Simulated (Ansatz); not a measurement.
A run of Ansatz (development build ahead of 0.2.0) on doublet CO(+) at this shape:

```yaml
atoms:
  - { symbol: C, position_ang: [0.0000, 0.0000, 0.0000] }
  - { symbol: O, position_ang: [0.0000, 0.0000, 1.1800] }
```

Its results:

```
Converged                       : yes
Reference energy                : -112.15403 hartree
Correlation energy              : -0.24561 hartree
Total energy                    : -112.39963 hartree
Spin squared of the determinant : 1.203
Stability test                  : minimum
```

Forces (eV/Å):
```csv
atom,Fx,Fy,Fz
C1,0.000,0.000,13.385
O2,0.000,0.000,-13.385
```

(1) Which input gives this output? Name the method, the orbitals and the basis set, and write the input.

Results:

(1) UHF-MP2 in def2-SVP.

```yaml
crystal:
  periodic: [false, false, false]
  atoms:
    - { symbol: C, position_ang: [0.0, 0.0, 0.0] }
    - { symbol: O, position_ang: [0.0, 0.0, 1.18] }
basis:
  gaussian: { orbitals: def2-SVP }
total_charge: 1
magnetization:
  spin_polarized: true
  initial_magnetization: 1
hamiltonian:
  xc: hf
correlation:
  method: mp2
  frozen_orbitals: { C: 1, O: 1 }
output:
  forces: true
```

Caution: the unrestricted determinant is spin contaminated; forces differ strongly between restricted and unrestricted references.
